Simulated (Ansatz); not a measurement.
CH$_{7}$NSi (`NC[SiH3]`), relaxed with RKS PBE-D4/def2-SVP in the Gaussian-basis code of Ansatz from a rough embedded geometry. The force threshold is 0.03 eV/Å; the program also tests the step.

The species carries charge 0 and has multiplicity 1.

Start:

```xyz
10

N    -1.034   -0.999   -0.381
C     0.299   -0.592   -0.134
Si    0.364    1.232    0.173
H    -1.575   -0.922    0.426
H    -1.053   -2.057   -0.593
H     0.946   -0.856   -1.000
H     0.714   -1.127    0.737
H    -0.434    1.611    1.327
H    -0.016    2.056   -1.056
H     1.791    1.655    0.501
```

```tsv
step	energy (eV)	largest force (eV/Å)	largest move (Å)
1	-10505.9532	3.603	0.000
2	-10506.2192	0.981	0.094
3	-10506.2446	0.116	0.037
4	-10506.2458	0.065	0.012
5	-10506.2459	0.066	0.021
6	-10506.2462	0.014	0.009
```

End:

```xyz
10

N    -1.061   -1.026   -0.383
C     0.322   -0.624   -0.117
Si    0.409    1.258    0.168
H    -1.629   -0.916    0.466
H    -1.108   -2.025   -0.624
H     0.942   -0.830   -1.018
H     0.840   -1.148    0.729
H    -0.510    1.636    1.302
H    -0.017    2.010   -1.062
H     1.812    1.665    0.539
```

It took 6.5 s on 2 threads of an Arm Neoverse V2 on a shared host, with 0.12 GiB of host memory at the peak.
